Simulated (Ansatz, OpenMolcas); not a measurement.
A small benchmark: dipole moment

8 molecules with nitrogen; the dipole moment in D, computed less measured. Shapes, held fixed at every level: PBE0-D4/def2-TZVP. No vibrational averaging. Dipoles are compared by magnitude; molecules under 1 D, whose direction can flip, are left out. Programs: Ansatz 0.2.0, OpenMolcas 26.06. Measured values: NIST CCCBDB.

Levels: A = r2SCAN-D4/def2-TZVPP; B = B3LYP/6-31G* (Cartesian functions); C = B3LYP-D4/def2-TZVPP.

```
               molecule  measured      A      B      C
NOF (nitrosyl fluoride)      1.81  -0.48  -0.70  -0.42
          NH3 (ammonia)      1.47  +0.12  +0.38  +0.13
      CH3N (SMILES C=N)      2.00  -0.04  -0.05  -0.01
C2H3N (isocyanomethane)      3.85  +0.12  -0.21  +0.03
     CH5N (methylamine)      1.31  -0.03  +0.10  -0.01
 C3H5N (propanenitrile)      4.02  +0.13  -0.14  +0.08
  C2H7N (dimethylamine)      1.03  -0.13  -0.04  -0.10
        C4H5N (pyrrole)      1.84  +0.10  +0.10  +0.07
```

Problem. Which level does best on this set, which worst, and which err to one side?

Solution. 
```csv
level,kind,mean error,mean absolute error,worst case
r2SCAN-D4/def2-TZVPP,meta-GGA,-0.026,0.144,NOF
B3LYP/6-31G* (Cartesian functions),global hybrid,-0.070,0.215,NOF
B3LYP-D4/def2-TZVPP,global hybrid,-0.029,0.106,NOF
```

On this set B3LYP-D4/def2-TZVPP has the smallest mean absolute error and B3LYP/6-31G* (Cartesian functions) the largest. No level errs clearly to one side. All levels miss NOF on one side, which points to its shape or to the tabulated value. The levels differ in basis as well as in method. The tabulated values of NOF, C4H5N are in doubt (older tables, estimates, or at odds with other calculations) and kept here. Over the 6 molecules whose values aren't doubted the mean absolute errors are A 0.095; B 0.153; C 0.060. The set is small.
